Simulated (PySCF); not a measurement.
Species: C5H11N.
Z-matrix (Å and degrees, PBE0-D3(BJ)/def2-SVP geometry), rows numbered from 1:
```
C 
C   1  1.4913
N   2  1.2643  1  122.71
C   3  1.4467  2  118.80  1  -179.84
C   4  1.5238  3  108.87  2   118.99
C   4  1.5237  3  108.81  2  -119.18
H   1  1.0979  2  110.13  3     0.61
H   1  1.1024  2  110.63  3   121.68
H   1  1.1025  2  110.58  3  -120.36
H   2  1.1131  1  116.34  3   180.00
H   4  1.1126  3  110.62  2    -0.09
H   5  1.1008  4  110.13  3    57.62
H   5  1.1006  4  110.84  3   177.86
H   5  1.1002  4  110.89  3   -61.76
H   6  1.1006  4  110.85  3  -177.76
H   6  1.1002  4  110.90  3    61.83
H   6  1.1008  4  110.08  3   -57.54
```

All values: CAM-B3LYP/def2-SVPD (PySCF, non-relativistic), on one gas-phase PBE0-D3(BJ)/def2-SVP geometry that isn't relaxed in the solvent. The solvent is an IEF-PCM continuum (van der Waals radii × 1.2), and excitations are vertical TDDFT with non-equilibrium linear response and a frozen core. The model holds no explicit solvent molecules, cavitation or dispersion.

Gas-phase singlets (H = HOMO, L = LUMO):

| state | E (eV) | λ (nm) | f | leading configurations |
| --- | --- | --- | --- | --- |
| S1 | 5.245 | 236 | 0.001 | H→L 97% |
| S2 | 7.341 | 169 | 0.056 | H→L+1 72%, H-1→L 19% |
| S3 | 7.819 | 159 | 0.259 | H-1→L 63%, H→L+1 16%, H→L+2 13% |
| S4 | 7.926 | 156 | 0.201 | H→L+2 43%, H→L+3 38% |
| S5 | 8.070 | 154 | 0.232 | H→L+3 50%, H→L+2 38% |

Q: What are the lowest 5 singlets in benzene (ε = 2.271)?

A: 
```tsv
state	E (eV)	λ (nm)	f	leading configurations	change by rank (eV)
S1	5.296	234	0.001	H→L 97%	+0.051
S2	7.397	168	0.165	H→L+1 54%, H-1→L 38%	+0.056
S3	7.751	160	0.426	H-1→L 55%, H→L+1 31%, H→L+3 8%	-0.068
S4	7.969	156	0.227	H→L+3 54%, H→L+2 32%	+0.043
S5	8.111	153	0.155	H→L+2 60%, H→L+3 29%	+0.041
```

Q: What are the lowest 5 singlets in methanol (ε = 32.61)?

A: 
| state | E (eV) | λ (nm) | f | leading configurations | change by rank (eV) |
| --- | --- | --- | --- | --- | --- |
| S1 | 5.402 | 230 | 0.001 | H→L 97% | +0.157 |
| S2 | 7.509 | 165 | 0.253 | H-1→L 55%, H→L+1 38% | +0.168 |
| S3 | 7.864 | 158 | 0.276 | H→L+1 50%, H-1→L 40% | +0.045 |
| S4 | 8.132 | 152 | 0.238 | H→L+3 69%, H→L+2 23% | +0.206 |
| S5 | 8.168 | 152 | 0.004 | H-2→L 89% | +0.098 |

Q: The ground-state energy changes by -0.161 eV from gas to methanol. By how much does the total energy of gas-phase S1 change?

A: E(S1) = E(S0) + excitation energy, so it changes by -0.161 + 0.157 = -0.004 eV: it is lowered less than the ground state, which is what a blue shift means. This is the vertical state, with the slow part of the continuum still set for S0.

Q: How do the frontier levels move from gas to methanol?

A: 
```
orbital  gas (eV)  solvent (eV)  change (eV)                    Löwdin shares, gas                Löwdin shares, solvent
 LUMO+2      1.89          2.06        +0.17     C1 27 %, H8 11 %, H9 11 %, C6 7 %     C1 30 %, H8 11 %, H9 11 %, H7 9 %
 LUMO+1      1.52          1.65        +0.13    C1 14 %, C2 13 %, C5 11 %, C6 11 %    C5 14 %, C6 14 %, C1 12 %, C2 11 %
   LUMO      1.20          1.21        +0.01     C2 35 %, N3 34 %, C1 8 %, H10 7 %     C2 36 %, N3 34 %, C1 8 %, H10 7 %
   HOMO     -8.61         -8.76        -0.15    N3 58 %, C2 12 %, C4 11 %, H10 5 %    N3 57 %, C2 12 %, C4 12 %, H10 5 %
 HOMO-1     -9.55         -9.56        -0.01      N3 34 %, C2 24 %, C4 9 %, C1 8 %      N3 33 %, C2 23 %, C4 9 %, C1 8 %
 HOMO-2    -10.73        -10.66        +0.07   C4 24 %, C5 14 %, C6 14 %, H11 10 %   C4 24 %, C5 14 %, C6 14 %, H11 10 %
 HOMO-3    -11.25        -11.21        +0.04  C5 24 %, C6 24 %, H14 13 %, H16 13 %  C5 24 %, C6 24 %, H14 13 %, H16 13 %
```

The HOMO–LUMO gap goes from 9.82 to 9.98 eV.
